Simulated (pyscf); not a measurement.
Structures and frequencies: ωB97X-D3(BJ)/def2-SVP in PySCF. Correlated levels are frozen-core, on RHF or UHF. ΔMP2 is the change of the MP2 total energy from the triple- to the quadruple-zeta basis.

H₂C=NH + CH₃• → •H₂C–NH–CH₃
Surface: doublet. Broken: none. Formed: C–N. Give ΔE‡ and ΔE from CCSD(T)/def2-TZVPP + ΔMP2(QZVPP), relative to the separated reactants.

ΔE‡ = 10.7 kcal/mol, ΔE = -23.2 kcal/mol. Zero-point energy shifts the barrier by +2.5 kcal/mol. It is an addition, with an imaginary mode of 512i cm⁻¹. The same reactants have a lower exit, to H₃C–CH₂–NH• (no saddle found, reaction energy -24.9 kcal/mol at ωB97M-D3(BJ), against +9.2 kcal/mol here). •H₂C–NH–CH₃ lies 8.4 kcal/mol over its isomer H₃C–CH•–NH₂, and others may lie lower still (electronic energy, ωB97M-D3(BJ)). This is the saddle that the search found; another between the same sides may lie lower. The CCSD(T) − MP2 part came from Ansatz, without density fitting, on the same reference. A UHF reference is spin-contaminated (<S²> up to 1.00), which harms MP2 most.
